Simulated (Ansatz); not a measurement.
A made-up structure of MgSiH3, doublet:

```csv
atom,x (Å),y (Å),z (Å)
Mg1,0.5323,-1.1720,0.7923
Si2,-0.4282,0.8164,-0.4071
H3,1.1416,-2.4970,1.6651
H4,-1.5456,0.7566,-1.3952
H5,0.9893,-1.5911,2.3966
```

It is relaxed with PBE-D4/def2-SVP and then PBE0-D4/def2-TZVP (Ansatz 0.2.0). Atoms count as bonded within 1.22 times the sum of their covalent radii (H–H: 0.88 Å). The end point is not checked to be a true minimum.

Q: Does its bonding change? (A judgement: the text doesn't fix the answer.)

A: The calculation gives: Yes. Formed: H3–H5; broken: Mg1–H3, Mg1–H5.

Where it ends: The first stage lowers the energy by 1.78 eV in 21 steps. It ends as a complex of MgSiH ([Mg][SiH]) + H₂:
```json
{"atom": "Mg1", "x (Å)": "-0.3122", "y (Å)": "-1.6196", "z (Å)": "-0.9660"}
{"atom": "Si2", "x (Å)": "-0.3117", "y (Å)": "0.6556", "z (Å)": "0.1595"}
{"atom": "H3", "x (Å)": "1.4213", "y (Å)": "-2.1163", "z (Å)": "2.6423"}
{"atom": "H4", "x (Å)": "-1.1987", "y (Å)": "0.9386", "z (Å)": "-1.0738"}
{"atom": "H5", "x (Å)": "1.0907", "y (Å)": "-1.5454", "z (Å)": "2.2897"}
```

Labels in which every atom is bracketed show which atoms are joined, not bond orders.

For scale, one of the runs: PBE0-D4/def2-TZVP relaxation, 87 basis functions, launched by `ansatz run in.yaml --threads 2 --pin off --events-out ev --progress --plain --max-ram 4352MiB`. The run took about 30 s on 2 CPU threads of an Intel Xeon Platinum 8223CL (shared host).
